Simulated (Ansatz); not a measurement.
fcc Ni was calculated with LDA (plane waves, PAW; Ansatz, a program for electronic structure).

Run with plane-wave cutoff 500 eV, 30×30×20 k mesh (along the axes of the cell as run), Fermi–Dirac smearing 0.1 eV, ferromagnetic start, spin-polarised with parallel moments, scalar-relativistic PAW data made under PBE.

Computed at the level's own relaxed cell.

Task: Predict the equilibrium volume per atom, lattice parameter a and magnetic moment per atom (the cell's total over its atoms).

Result: 
- equilibrium volume per atom: 10.05 Å³/atom
- lattice parameter a: 3.425 Å
- magnetic moment per atom (the cell's total over its atoms): 0.57 μB

Measured, for comparison: equilibrium volume per atom 10.79 Å³/atom, lattice constant a 3.508 Å (static lattice: zero-point anharmonic expansion removed; as tabulated in Mejia-Rodriguez and Trickey (2018), arXiv:1807.09216). Computed (rounded) less measured: equilibrium volume per atom -6.9 %, lattice constant a -2.4 %.

Moments are spin moments.

The computed numbers hold no vibrational or temperature effects.
